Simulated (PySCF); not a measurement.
## TDDFT beside published excitation energies

Published values to compare with (the computed states carry no symmetry labels, so the two lists aren't matched line by line):

```csv
state,E (eV),f,kind of transition,source
a 3Πr,3.61,,"Te (adiabatic, minimum to minimum, no zero-point energy)",[1]
A 1Π,6.34,,"Te (adiabatic, minimum to minimum, no zero-point energy)",[1]
b 3Σ+,7.57,,"Te (adiabatic, minimum to minimum, no zero-point energy)",[1]
B 1Σ+ (3sσ),8.10,,"Te (adiabatic, minimum to minimum, no zero-point energy)",[1]
c 3Σ+,8.31,,"Te (adiabatic, minimum to minimum, no zero-point energy)",[1]
C 1Σ+ (3pσ),8.56,,"Te (adiabatic, minimum to minimum, no zero-point energy)",[1]
d 3Π,8.77,,"Te (adiabatic, minimum to minimum, no zero-point energy)",[1]
D 1Π (3pπ),8.94,,"Te (adiabatic, minimum to minimum, no zero-point energy)",[1]
e 3Σ+,9.41,,"Te (adiabatic, minimum to minimum, no zero-point energy)",[1]
G 1Σ+ (4sσ),9.54,,"Te (adiabatic, minimum to minimum, no zero-point energy)",[1]
f 3Π,9.60,,"Te (adiabatic, minimum to minimum, no zero-point energy)",[1]
I 1Σ+ (4pσ),9.87,,"Te (adiabatic, minimum to minimum, no zero-point energy)",[1]
h 3Π,9.95,,"Te (adiabatic, minimum to minimum, no zero-point energy)",[1]
J 1Π (4pπ),9.99,,"Te (adiabatic, minimum to minimum, no zero-point energy)",[1]
O 1Σ+ (5pσ),10.38,,"Te (adiabatic, minimum to minimum, no zero-point energy)",[1]
P 1Π (5pπ),10.42,,"Te (adiabatic, minimum to minimum, no zero-point energy)",[1]
```

[1] measured, gas; Huber, Herzberg, Constants of Diatomic Molecules, NIST Chemistry WebBook

Species: boron monofluoride, BF (singlet state).
SMILES: `[B]F`

Method: PySCF 2.14.0, density-fitted response routines, TDDFT CAM-B3LYP/def2-SVPD, vertical, gas phase, core orbitals frozen in the response. Geometry: PBE0-D3(BJ)/def2-SVP; no solvent, vibrations or thermal averaging.

Computed singlets: 6.21 eV (f 0.442 summed over 2 states); 8.43 eV (f 0.013); 9.52 eV (f 0.356); 10.70 eV (f 0.013); 10.81 eV (f 0.000 summed over 2 states); 11.05 eV (f 0.154 summed over 2 states) [of 10 roots; the last level is left out, as the window may have cut its degenerate partner]. Computed triplets (Tamm–Dancoff): 3.26, 3.26, 7.42 eV.

Adiabatic (Te) and 0-0 energies refer to the relaxed excited state and aren't the vertical quantity computed here.

All these states lie below the vertical ionisation energy of 11.12 eV (ΔSCF).
